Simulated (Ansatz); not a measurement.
**B2H2 (triplet): wave-function methods side by side at distance B1–B2 = 1.431 Å, 6-31G**

How much of the correlation energy of B2H2 (triplet) does each wave-function method recover here?

The runs use Ansatz 0.2.0, Gaussian basis; 6-31G, core rule «outside noble gas», up to 2 orbitals frozen.

The runs, in order: UHF; CCSD(T) on ROHF; CCSD(T) on UHF; BCCD(T) on ROHF; CISD; CCSDT(Q) on ROHF; CCSDT(Q) on UHF; CISDTQ; CASSCF and MRCISD+Q, 4 electrons in 4 orbitals; CASSCF and NEVPT2, 4 electrons in 4 orbitals; CASSCF and MRCISD+Q, 8 electrons in 10 orbitals; CASSCF and NEVPT2, 8 electrons in 10 orbitals; Full CI.

11 further runs of the same task are left out: 10 that didn't finish, 1 set aside as unsound or not needed.

### 1 The system

The geometry derives from a PBE0/def2-TZVP stationary point (not a proven minimum). One bond is set to the value named and the two fragments are kept rigid.

4 atoms, charge 0, spin multiplicity 3.

Atoms are counted from 1 here; the program's logs count them from 0.

Bond lengths: B1–B2 1.431 Å, B1–H3 1.197 Å, B1–H4 1.197 Å. Angles: B2–B1–H3 118.9°, B2–B1–H4 118.9°, H3–B1–H4 122.2°.

Coordinates:

```xyz
4

B     0.0000    0.0000    0.6052
B     0.0000    0.0000   -0.8258
H     0.0000    1.0479    1.1835
H     0.0000   -1.0479    1.1835
```

### 2 UHF

Input file in.yaml:

```yaml
crystal:
  periodic: [false, false, false]
  atoms:
    - {symbol: B, position_ang: [0.000000, 0.000000, 0.605157]}
    - {symbol: B, position_ang: [0.000000, 0.000000, -0.825843]}
    - {symbol: H, position_ang: [0.000000, 1.047868, 1.183519]}
    - {symbol: H, position_ang: [0.000000, -1.047868, 1.183519]}
basis:
  gaussian: {orbitals: 6-31G}
magnetization: {spin_polarized: true, initial_magnetization: 2}
hamiltonian: {xc: hf}
output: {orbitals: {seedname: orbitals}}
```

Command:

```
ansatz run in.yaml --threads 1 --pin off --events-out ev --progress --plain --max-ram 2393MiB
```

Further steps of the session: CCSD(T) on ROHF; CCSD(T) on UHF; BCCD(T) on ROHF; CISD; CCSDT(Q) on ROHF; CCSDT(Q) on UHF; CISDTQ; CASSCF and MRCISD+Q, 4 electrons in 4 orbitals; CASSCF and NEVPT2, 4 electrons in 4 orbitals; CASSCF and MRCISD+Q, 8 electrons in 10 orbitals; CASSCF and NEVPT2, 8 electrons in 10 orbitals; Full CI.

Q: Predict the results of all the runs planned. Wanted: FCI from the RHF energy; RMP2 from FCI; UMP2 from FCI; RCCSD from FCI; RCCSD(T) from FCI; UCCSD(T) from FCI; RCCSDT(Q) from FCI; UCCSDT(Q) from FCI; NEVPT2 pair from FCI.

As calculated:

| quantity | value |
| --- | --- |
| FCI from the ROHF energy | -2.7975 eV |
| RMP2 from FCI | +17.78 kcal/mol |
| UMP2 from FCI | +17.48 kcal/mol |
| RCCSD from FCI | +2.17 kcal/mol |
| RCCSD(T) from FCI | +0.60 kcal/mol |
| UCCSD(T) from FCI | +0.59 kcal/mol |
| RCCSDT(Q) from FCI | +0.01 kcal/mol |
| UCCSDT(Q) from FCI | 0.00 kcal/mol |
| NEVPT2 pair from FCI | +17.07 kcal/mol |
| MRCISD+Q pair from FCI | +0.79 kcal/mol |
| NEVPT2 valence from FCI | +5.90 kcal/mol |
| levels within 1 kcal/mol (43 meV) | RCCSD(T), UCCSD(T), BCCD(T), RCCSDT, UCCSDT, CISDTQ, RCCSDT(Q), UCCSDT(Q), MRCISD+Q pair, MRCISD valence, MRCISD+Q valence |
| T1 diagnostic | 0.029 |
| effectively unpaired electrons | 2.03 |

RCCSD(T) misses by +0.60 kcal/mol, 0.9 % of the correlation energy. One determinant dominates. Of the multireference levels listed MRCISD+Q valence comes nearest in total energy (+0.26 kcal/mol), which doesn't show that its space is the better one. These misses are within one basis, not against nature; the frozen cores of restricted and unrestricted runs differ, which can shift their rows.

Levels on UHF freeze UHF's core orbitals, full CI those of ROHF, so the U rows can settle a little off it for that reason alone.

With open shells the CI space here admits some triples and quadruples, so it is larger than plain CISD.
